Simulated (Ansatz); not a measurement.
Compare A (`C=C=CCO`) with its isomer B (`C#COCC`).

Calculated with Ansatz (gas phase, PBE0-D4/def2-TZVP geometries, no zero-point term in ΔE). CBS: MP2 limit from def2 TZ/QZ plus the TZ coupled-cluster correction, frozen cores. Functionals use def2-TZVPP. B3LYP here is the variant with VWN-RPA as its local correlation; programs differ in this. Each species was taken in one conformer, which may not be the lowest.

(1) Which is lower in electronic energy at CCSD(T)/CBS, and by how much? (Estimate.)

(2) Give E(B) − E(A) in kJ/mol with CCSD/def2-TZVPP, ωB97M-V, PBE0-D4, PBE-D4, B3LYP-D4, CCSD(T)/def2-TZVPP, r2SCAN-D4. (Estimate.)

(3) Does the order hold for the free energy at 298.15 K (harmonic terms from PBE0-D4)? (An estimate is asked.)

Largest T1 diagnostic: 0.012.

Results:

(1) Ansatz gave: A, by 64.7 kJ/mol.

(2) Ansatz gave: CCSD/def2-TZVPP 61.8, ωB97M-V 64.5, PBE0-D4 70.3, PBE-D4 73.5, B3LYP-D4 68.4, CCSD(T)/def2-TZVPP 62.8, r2SCAN-D4 70.9. None reverses the order clearly.

(3) Computed: Yes: G(B) − G(A) = +63.2 kJ/mol, for one conformer each.

From PBE to PBE0 (25 % exact exchange), in def2-TZVPP and without D4, E(B) − E(A) moves by −3.1 kJ/mol. Leaving LDA and LC-ωPBE aside and taking each functional with its dispersion term where it has one, the values, not all of them listed here, spread over 13.7 kJ/mol, from B2PLYP to revPBE-D4.
